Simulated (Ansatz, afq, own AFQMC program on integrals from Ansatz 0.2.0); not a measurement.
Two steps: Ansatz 0.2.0 writes the Fock matrix and Cholesky factors of the valence space, and afq projects on them the lowest state that overlaps trial and start.

```yaml
crystal:
  periodic: [false, false, false]
  atoms:
    - {symbol: Al, position_ang: [-0.740755, 0.006434, 0.005001]}
    - {symbol: C, position_ang: [1.247385, -0.010835, -0.008422]}
    - {symbol: H, position_ang: [1.646285, -1.033829, -0.006127]}
    - {symbol: H, position_ang: [1.665515, 0.499669, 0.869187]}
    - {symbol: H, position_ang: [1.653518, 0.491031, -0.896583]}
basis:
  gaussian: {orbitals: cc-pVTZ}
magnetization: {spin_polarized: false}
correlation: {method: ccsd_t, electrons: outside_noble_gas, hamiltonian_folder: ham}
```

```sh
$ ansatz run in.yaml --threads 1 --pin off --events-out ev --progress --plain --max-ram 16896MiB --backend cuda --devices 0, --max-vram 18GiB
```

Options of the walk:

```
--method phaseless --trial hf --walkers 1000 --populations 20 --least-time 40 --time-step 0.005 --steps-per-block 20 --equilibration-blocks 112 --max-blocks 4000 --target-error 0.0009500 --factor-cut 1e-05 --seed 7756 --taylor-order 6
```

Times are imaginary, in 1/Eh. The walk had a cap of 89 s. With eight or more populations the least sampling time is a fifth of least-time, and the error comes from their spread.

Output of the walk:

```
orbitals 100  electrons 5 5  factors 602 of 614
reference energy -281.52535425 Eh
CCSD correlation -0.26861726 Eh in 9 cycles, weight of the determinant in the CISD state 0.8654
energy of the start -281.525354 Eh
 block  time / (1/Eh)  mean weight  energy / Eh
     1     0.100  1.0013  -281.593534
     2     0.200  1.0025  -281.641689
     3     0.300  1.0020  -281.673663
     4     0.400  1.0013  -281.696102
     5     0.500  1.0007  -281.714569
     7     0.700  1.0013  -281.741924
     9     0.900  1.0011  -281.757243
    13     1.300  0.9998  -281.772532
    37     3.700  0.9996  -281.797456
    61     6.100  0.9998  -281.803970
    85     8.500  0.9995  -281.817171
   109    10.900  0.9994  -281.811039
   133    13.300  0.9995  -281.823371
   157    15.700  1.0002  -281.812409
   181    18.100  1.0001  -281.803596
   205    20.500  0.9999  -281.795703
   229    22.900  1.0000  -281.809708
   253    25.300  0.9996  -281.815518
   277    27.700  0.9991  -281.811766
   301    30.100  1.0001  -281.801457
   325    32.500  1.0004  -281.814259
   349    34.900  0.9993  -281.804966
   373    37.300  1.0006  -281.814965
   397    39.700  1.0003  -281.806945
   421    42.100  0.9995  -281.798493
   445    44.500  1.0007  -281.806932
   469    46.900  0.9998  -281.805728
   493    49.300  0.9998  -281.804553
   505    50.500  0.9999  -281.799833
error from the spread of 20 populations
energy -281.806918 +/- 0.000907 Eh
(rows thinned)
```

The run passed its tests (sampling time, drift between the halves within three errors, error under three times the target), which doesn't prove that it has relaxed.

Against this walk (error 24.7 meV) on the same determinant: CCSD(T) 90.6 meV higher, CCSDT(Q) 62.7 meV higher, a separate phaseless walk with a CISD trial and standard settings 80.4 ± 25.1 meV higher. The error is statistical and leaves out the bias of the constraint.

Cautions: constraint bias not in the error; restricted determinant unstable towards unrestricted (UHF 6 meV lower, ⟨S²⟩ 0.12).

The walk took 35 s on 1 × NVIDIA H100 80GB HBM3 with 2 threads of AMD EPYC 7R13 Processor (Zen 3), with other jobs on the host (the card was shared). The log's last line is the phaseless energy.

CCSDT and higher add their correlation energy to the determinant of the CCSD(T) run, since their own runs factorise the integrals more tightly (a shift of under 2 meV). A walk keeps the symmetry of its determinant, which the program's search chose and which needn't be the lowest solution, so a lower state of the same spin and another symmetry isn't excluded.
